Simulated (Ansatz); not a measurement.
**AlH3Cl− (SMILES [H][Al-]([H])([H])[Cl]): levels of theory compared**

Aim: a comparison of 6 runs (BLYP/STO-3G, UB3LYP/STO-3G, UPBE/STO-3G, UPBE0/STO-3G, wB97X/STO-3G, UMP2/STO-3G) of AlH3Cl−. 

The calculation is run with Ansatz 0.2.0.

1 further run of the same task is left out (it didn't finish).

### 1 Starting point

The species is AlH3Cl− (5 atoms), meant as a singlet with charge -1. As SMILES, `[H][Al-]([H])([H])[Cl]`. The H4–Al1 distance was set to 2.010 Å, away from the relaxed value.

Bond lengths: Al1–Cl2 2.096 Å, Al1–H3 1.609 Å, Al1–H5 1.609 Å. Angles: Cl2–Al1–H3 107.0°, Cl2–Al1–H5 107.4°, H3–Al1–H5 111.7°.

### 2 The energy at BLYP/STO-3G (run 1)

job.yaml reads:

```yaml
crystal:
  periodic: [false, false, false]
  atoms:
    - {symbol: Al, position_ang: [0.190802, -0.333102, -0.020142]}
    - {symbol: Cl, position_ang: [0.207102, -0.351882, 2.075878]}
    - {symbol: H, position_ang: [1.725352, -0.321842, -0.502922]}
    - {symbol: H, position_ang: [-0.775390, 1.334390, -0.590440]}
    - {symbol: H, position_ang: [-0.574858, -1.661652, -0.506092]}
basis:
  gaussian:
    orbitals: STO-3G
total_charge: -1
hamiltonian:
  xc: {name: BLYP}
accuracy: high
```

Started as:

```console
$ ansatz run job.yaml --threads 1 --pin off --max-ram 2610MiB --events-out events.jsonl --progress --plain --runs-dir runs
```

What it wrote:

```text
Warning: RAYON_NUM_THREADS=1 ignored (pool sized by the plan → 1); use --threads N
Functional definition: BLYP
  name "BLYP"
  parameter beta = 0.0042
  parameter a = 0.04918
  parameter b = 0.132
  parameter c = 0.2533
  parameter d = 0.349
  exchange = b88_x(beta = beta)
  correlation = lyp_c(a = a, b = b, c = c, d = d)
362 factors; integrals over basis functions are off by at most 1.4e-8 eV
mean field evaluation 1: about -18944.8132 eV, gradient 3.1e1 eV
mean field evaluation 2: about -18941.7548 eV, gradient 4.0e1 eV
mean field evaluation 4: about -18948.6152 eV, gradient 1.2e0 eV
mean field evaluation 8: about -18948.5635 eV, gradient 2.4e-3 eV
mean field evaluation 16: about -18948.5635 eV, gradient 2.1e-8 eV
mean field -18948.56352516 eV, -696.3468657521 hartree, gradient 2.1e-8 eV, S^2 0.000000; 0 other end points of the search recorded, 0 dependent functions left out
reference -18948.56356390 eV, -696.3468671757 hartree; 17, 17 occupied and 4, 4 virtual orbitals, 362 factors
Total energy: -18948.56356390 eV, -696.3468671757 hartree
```

Run time: 0.75 s. Hardware: 1 thread of Intel Xeon 6975P-C (Granite Rapids), shared host; peak memory 0.11 GiB.

### 3 The energy at UB3LYP/STO-3G (run 2)

input.yaml reads:

```yaml
crystal:
  periodic: [false, false, false]
  atoms:
    - {symbol: Al, position_ang: [0.190802, -0.333102, -0.020142]}
    - {symbol: Cl, position_ang: [0.207102, -0.351882, 2.075878]}
    - {symbol: H, position_ang: [1.725352, -0.321842, -0.502922]}
    - {symbol: H, position_ang: [-0.775390, 1.334390, -0.590440]}
    - {symbol: H, position_ang: [-0.574858, -1.661652, -0.506092]}
basis:
  gaussian: {orbitals: STO-3G}
total_charge: -1
magnetization: {spin_polarized: true, initial_magnetization: 0}
hamiltonian: {xc: {name: B3LYP}}
accuracy: high
```

Started as:

```console
$ ansatz run input.yaml --threads 1 --pin off --max-ram 2610MiB --events-out events.jsonl --progress --plain --runs-dir runs
```

What it wrote:

```text
Warning: RAYON_NUM_THREADS=1 ignored (pool sized by the plan → 1); use --threads N
Functional definition: B3LYP
  name "B3LYP"
  parameter a0 = 0.2
  parameter ax = 0.72
  parameter ac = 0.81
  exchange = (1 - a0 - ax)*slater_x + ax*b88_x + a0*exact_x
  correlation = (1 - ac)*vwn_rpa_c + ac*lyp_c
362 factors; integrals over basis functions are off by at most 1.4e-8 eV
mean field evaluation 1: about -18948.5045 eV, gradient 1.8e1 eV
mean field evaluation 2: about -18948.7749 eV, gradient 1.7e1 eV
mean field evaluation 4: about -18951.3117 eV, gradient 2.0e-1 eV
mean field evaluation 8: about -18951.2634 eV, gradient 1.7e-3 eV
mean field -18951.26341415 eV, -696.4460848422 hartree, gradient 4.6e-8 eV, S^2 0.000000; 0 other end points of the search recorded, 0 dependent functions left out
reference -18951.26344251 eV, -696.4460858847 hartree; 17, 17 occupied and 4, 4 virtual orbitals, 362 factors
Total energy: -18951.26344251 eV, -696.4460858847 hartree
```

It took 1.2 s on 1 thread of Intel Xeon 6975P-C (Granite Rapids), shared host; peak memory 0.14 GiB.

Runs 3 to 5 aren't shown in full; the table further down has their settings and results.

### 4 A single-point energy at UMP2/STO-3G (run 6)

run.yaml reads:

```yaml
crystal:
  periodic: [false, false, false]
  atoms:
    - {symbol: Al, position_ang: [0.190802, -0.333102, -0.020142]}
    - {symbol: Cl, position_ang: [0.207102, -0.351882, 2.075878]}
    - {symbol: H, position_ang: [1.725352, -0.321842, -0.502922]}
    - {symbol: H, position_ang: [-0.775390, 1.334390, -0.590440]}
    - {symbol: H, position_ang: [-0.574858, -1.661652, -0.506092]}
basis:
  gaussian: {orbitals: STO-3G}
magnetization: {spin_polarized: true}
total_charge: -1
correlation: {method: mp2, frozen_orbitals: {Al: 5, Cl: 5, H: 0}}
accuracy: high
```

Started as:

```console
$ ansatz run run.yaml --threads 1 --pin off --max-ram 2610MiB --events-out events.jsonl --progress --plain --runs-dir runs
```

What it wrote:

```text
Warning: RAYON_NUM_THREADS=1 ignored (pool sized by the plan → 1); use --threads N
Functional definition: HF
  name "HF"
  exchange = exact_x
  correlation = 0
362 factors; integrals over basis functions are off by at most 1.4e-8 eV
mean field evaluation 1: about -18917.2942 eV, gradient 1.2e1 eV
mean field evaluation 2: about -18917.3023 eV, gradient 1.2e1 eV
mean field evaluation 4: about -18918.6332 eV, gradient 5.0e-1 eV
mean field evaluation 8: about -18918.6334 eV, gradient 6.3e-5 eV
mean field -18918.63343505 eV, -695.2469552276 hartree, gradient 3.7e-9 eV, S^2 0.000000; 0 other end points of the search recorded, 0 dependent functions left out
10 core orbitals not correlated: weight in the atoms' cores, before any rotation towards them, 0.999 or more for the frozen orbitals, at most 0.000 for the correlated occupied ones
reference -18918.63343505 eV, -695.2469552276 hartree; 7, 7 occupied and 4, 4 virtual orbitals, 362 factors
second order -1.15828268 eV of doubles, -0.00000000 eV of singles
Total energy: -18919.79171772 eV, -695.2895213308 hartree
```

Run time: 0.12 s. Hardware: 1 thread of Intel Xeon 6975P-C (Granite Rapids), shared host.

### 5 The series

```csv
run,level,frozen core orbitals,energy (Eh),wall time
1,BLYP/STO-3G,–,-696.346867,0.75 s
2,UB3LYP/STO-3G,–,-696.446086,1.2 s
3,UPBE/STO-3G,–,-696.071369,1.2 s
4,UPBE0/STO-3G,–,-696.182945,1.2 s
5,wB97X/STO-3G,–,-696.435024,2.7 s
6,UMP2/STO-3G,10,-695.289521,0.12 s
```

### 6 What came out

```
                                           quantity          value
                                run 6: total energy  -695.28952 Eh
run 6: correlation energy (10 core orbitals frozen)      -42.6 mEh
```

What this shows: Totals of different functionals can't be ranked against each other. In runs 1, 2, 3, 4, 5, 6 the basis is minimal, so the values are rough. All runs together took 7.2 s, the longest 2.7 s.
